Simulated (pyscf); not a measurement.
Elementary routes open to `[CH3][GeH3]` + `[H]` [doublet] in the gas phase (doublet surface):
A. `[CH3][GeH2]` [doublet] + `[H][H]` (Ge–H broken; H–H formed)
B. `[CH2][GeH3]` [doublet] + `[H][H]` (C–H broken; H–H formed)
C. `[CH4]` + `[GeH3]` [doublet] (C–Ge broken; C–H formed)
D. `[GeH4]` + `[CH3]` [doublet] (C–Ge broken; Ge–H formed)

Structures and frequencies: ωB97X-D3(BJ)/def2-SVP in PySCF.

Problem. Rank the routes by free-energy barrier at 900 K, lowest first, for ωB97M-D3(BJ)/def2-TZVP energies (ideal gas, 1 atm, RRHO with modes under 100 cm⁻¹ raised to 100, one conformer, R ln 2 for chiral ones without a mode under 150 cm⁻¹).

Solution. A (18.5 kcal/mol), B (28.2 kcal/mol), D (34.0 kcal/mol), C (42.6 kcal/mol)

Route A is the fastest of these, ahead of the next by 9.7 kcal/mol. The most stable products are those of C (ΔG = -31.7 kcal/mol), whose barrier is 24.1 kcal/mol higher: the kinetic and the thermodynamic product differ. At 298 K A is still the fastest. Only these routes are compared; each barrier is that of the saddle found, and lower ones may exist. Elements up to Kr have no core potential and no relativistic terms here.
